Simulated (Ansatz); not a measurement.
Species: H2O2, charge 1, doublet. H2O2+ (parent SMILES OO, doublet).
B3LYP-D3(BJ)/def2-TZVP minimum from Ansatz (a first-principles code):
```
O
H 1 0.9984
O 1 1.3082 2 104.59
H 3 0.9984 1 104.59 2 180.00
```
Charge +1, spin multiplicity 2.

Total energies in aug-cc-pVDZ, 13 correlated electrons, 2 frozen orbitals. UHF or UKS for unpaired electrons; spin-orbit terms are left out. Cores are frozen in correlated methods. No relativity.

```csv
method,program,energy (Eh),minus CCSDT(Q) (mEh)
HF,Ansatz,-150.44516,415.70
MP2,Ansatz,-150.83465,26.21
CCSD,Ansatz,-150.84615,14.71
CCSD(T),Ansatz,-150.85875,2.12
CCSDT(Q),Ansatz,-150.86086,0.00
```

Rough core times of Ansatz's runs on a shared machine: CCSD(T) under 20 s, CCSDT(Q) 4 min.
